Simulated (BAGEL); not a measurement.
How the cost of PBE0 grows with the basis: C3H6Cl2 (1,3-dichloropropane)

The species is C3H6Cl2 (11 atoms), meant as a singlet with charge 0. As SMILES, `ClCCCCl`. Geometry: relaxed at PBE0-D4/def2-TZVP. This is one conformer, not always the lowest.

PBE0 (density fitting with tzvpp-jkfit), energy, BAGEL 1.2.2, on 1 thread of Intel Xeon at 2.30GHz, shared host. N is the number of basis functions, t the processor time.

```
      basis    N  t (s)   ln N   ln t
    cc-pVDZ  108     15  4.682  2.708
cc-pV(D+d)Z  118     22  4.771  3.091
    cc-pVTZ  242     55  5.489  4.007
cc-pV(T+d)Z  252      ?  5.529      ?
```

Task: Fit t = C·Nᵖ to the known rows and estimate the time in cc-pV(T+d)Z.

Result: 
1. Means of the 3 rows: ln N = 4.98067, ln t = 3.2687.
2. Σ(Δln N)² = 0.39156, Σ(Δln N·Δln t) = 0.58002, so the slope is 0.58002/0.39156 = 1.4813.
3. Intercept: 3.2687 − (1.4813) × 4.98067 = -4.1092. The largest residual of the fit is 0.133.
4. ln t = -4.1092 + 1.4813 × 5.529, so t ≈ 59 s.

The run took 38 s, so the estimate is too long by a factor of about 1.6. The fitted power is 1.5, with the electron count fixed. The times don't lie on a line: the count of functions alone doesn't set the cost here, and shared hosts add noise. SCF iterations also vary, from 19 to 31.
